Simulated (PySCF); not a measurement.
Isomers of C4H9N, mass 71.073 u with the commonest isotopes. Level of theory: PySCF 2.14.0, PBE0-D3(BJ)/def2-SVP geometry optimisation, gas phase. One conformer each, none proved a minimum here; rigid rotors.

**Question.** Order these by rotational constant B, smallest first.
A. `[H]/[N:5]=[C:3](\[CH2:2][CH3:1])[CH3:4]` with C1–C2–C3–C4 77°
B. `[CH3:1][CH2:2]/[CH:3]=[N:4]\[CH3:5]` with C1–C2–C3–N4 -127°
C. `[CH3:1]/[CH:2]=[N:3]\[CH2:4][CH3:5]` with C2–N3–C4–C5 -179°
D. `[CH2:1]=[N:2][CH2:3][CH2:4][CH3:5]` with C1–N2–C3–C4 -125°, N2–C3–C4–C5 65°
E. `[CH3:1]/[CH:2]=[N:3]/[CH2:4][CH3:5]` with C2–N3–C4–C5 120°

**Answer.** E (2295 MHz), C (2614 MHz), B (2676 MHz), D (3211 MHz), A (3802 MHz).

**Question.** Order these by radius of gyration √(Σ m r²/M), largest first.
A. `[CH3:1]/[CH:2]=[N:3]\[CH2:4][CH3:5]` with C2–N3–C4–C5 -179°
B. `[H]/[N:5]=[C:3](\[CH2:2][CH3:1])[CH3:4]` with C1–C2–C3–C4 77°
C. `[CH3:1]/[CH:2]=[N:3]/[CH2:4][CH3:5]` with C2–N3–C4–C5 120°
D. `[CH2:1]=[N:2][CH2:3][CH2:4][CH3:5]` with C1–N2–C3–C4 -125°, N2–C3–C4–C5 65°
E. `[CH3:1][CH2:2]/[CH:3]=[N:4]\[CH3:5]` with C1–C2–C3–N4 -127°

**Answer.** C (1.829 Å), A (1.767 Å), E (1.749 Å), D (1.666 Å), B (1.618 Å).

**Question.** Order these by out-of-plane moment Σ m c² = (Ia + Ib − Ic)/2, largest first.
A. `[CH3:1][CH2:2]/[CH:3]=[N:4]\[CH3:5]` with C1–C2–C3–N4 -127°
B. `[CH3:1]/[CH:2]=[N:3]\[CH2:4][CH3:5]` with C2–N3–C4–C5 -179°
C. `[CH2:1]=[N:2][CH2:3][CH2:4][CH3:5]` with C1–N2–C3–C4 -125°, N2–C3–C4–C5 65°
D. `[CH3:1]/[CH:2]=[N:3]/[CH2:4][CH3:5]` with C2–N3–C4–C5 120°
E. `[H]/[N:5]=[C:3](\[CH2:2][CH3:1])[CH3:4]` with C1–C2–C3–C4 77°

**Answer.** E (15.14 u·Å²), A (12.09 u·Å²), C (11.78 u·Å²), D (10.31 u·Å²), B (4.72 u·Å²).

| SMILES | point group | Ia (u·Å²) | Ib (u·Å²) | Ic (u·Å²) | κ | μa (D) | μb (D) | μc (D) |
| --- | --- | --- | --- | --- | --- | --- | --- | --- |
| C=NCCC | C1 | 51.57 | 157.40 | 185.42 | -0.86 | 0.02 | 0.14 | 1.26 |
| C/C=N\CC | Cs | 33.31 | 193.34 | 217.21 | -0.96 | 1.32 | 1.57 | 0.00 |
| CC/C=N\C | C1 | 40.57 | 188.84 | 205.24 | -0.96 | 1.25 | 1.36 | 0.49 |
| [H]/N=C(/C)CC | C1 | 68.26 | 132.92 | 170.89 | -0.62 | 2.15 | 0.70 | 0.76 |
| C/C=N/CC | C1 | 27.82 | 220.23 | 227.42 | -0.99 | 0.38 | 0.60 | 1.12 |
